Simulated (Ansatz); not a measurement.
System: fcc Au. Method: r²SCAN (PAW; Ansatz, a first-principles code).

Run with plane-wave cutoff 600 eV, 20×20×20 k mesh, Fermi–Dirac smearing 0.1 eV, finite displacements, scalar-relativistic PAW data made under PBE.

Computed at the level's own relaxed cell.

Space group Fm-3m (No. 225); a = 4.1249 Å, b = 4.1249 Å, c = 4.1249 Å, α = 90.00°, β = 90.00°, γ = 90.00°

```tsv
atom	site	symmetry	x	y	z
Au	4a	m-3m	0.0000	0.0000	0.0000
```
(The calculation used a cell of 1 atom; values per cell refer to that cell.)

Harmonic phonon frequencies (cm⁻¹; i marks an imaginary mode):

```
q point  frequencies
-------  -----------
X          78 78 138
L          55 55 142
```

No imaginary mode appears at these points.
